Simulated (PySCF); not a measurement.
First SCF of a structure search on triplet P₂H₆, at a hand-made ethane-like geometry. PySCF input:

```python
from pyscf import gto, scf, dft
mol = gto.M(atom='''
P      0.000000     0.000000     1.110000
P      0.000000     0.000000    -1.110000
H      1.344200     0.000000     1.596200
H     -0.672100     1.164100     1.596200
H     -0.672100    -1.164100     1.596200
H      0.672100     1.164100    -1.596200
H     -1.344200     0.000000    -1.596200
H      0.672100    -1.164100    -1.596200''',
    basis={'P': 'def2-TZVP', 'H': 'def2-TZVP'},
    charge=0, spin=2)
mf = dft.UKS(mol, xc='PBE0')
mf.grids.atom_grid = (50, 194)
aux = {'P': 'def2-universal-JKFIT', 'H': 'def2-universal-JKFIT'}
mf = mf.density_fit(auxbasis=aux)
mf.conv_tol = 1e-08
mf.diis_space = 10
mf.max_cycle = 60
mf.init_guess = 'minao'
mf.verbose = 4
mf.kernel()
```

Excerpt of the output (cycles alone):

```
init E= -685.927970777132
cycle= 1 E= -685.815039616946  delta_E= 0.113  |g|= 0.12  |ddm|= 3.61
cycle= 2 E= -685.819306837014  delta_E= -0.00427  |g|= 0.0726  |ddm|= 0.559
cycle= 3 E= -685.822510717203  delta_E= -0.0032  |g|= 0.0313  |ddm|= 0.478
cycle= 4 E= -685.82306403246  delta_E= -0.000553  |g|= 0.00397  |ddm|= 0.104
cycle= 5 E= -685.823080484223  delta_E= -1.65e-05  |g|= 0.000838  |ddm|= 0.0297
cycle= 6 E= -685.823081856895  delta_E= -1.37e-06  |g|= 0.000406  |ddm|= 0.00746
cycle= 7 E= -685.823082226456  delta_E= -3.7e-07  |g|= 0.000126  |ddm|= 0.00555
cycle= 8 E= -685.823082286733  delta_E= -6.03e-08  |g|= 3.11e-05  |ddm|= 0.00271
cycle= 9 E= -685.823082289479  delta_E= -2.75e-09  |g|= 9.91e-06  |ddm|= 0.000613
Extra cycle  E= -685.823082289667  delta_E= -1.88e-10  |g|= 4.98e-06  |ddm|= 9.68e-05
converged SCF energy = -685.823082289667  <S^2> = 2.0048634  2S+1 = 3.0032405
```

This is not the lowest solution: another start and a stability analysis within the same unrestricted form found one 0.3 kJ/mol lower, at -685.82321 Eh.

The search for the lowest solution, 3 starts and the stability check together, took 16 s on 4 threads of a shared Arm Neoverse V1 host, with 110 basis functions; the process peaked at 0.97 GiB.
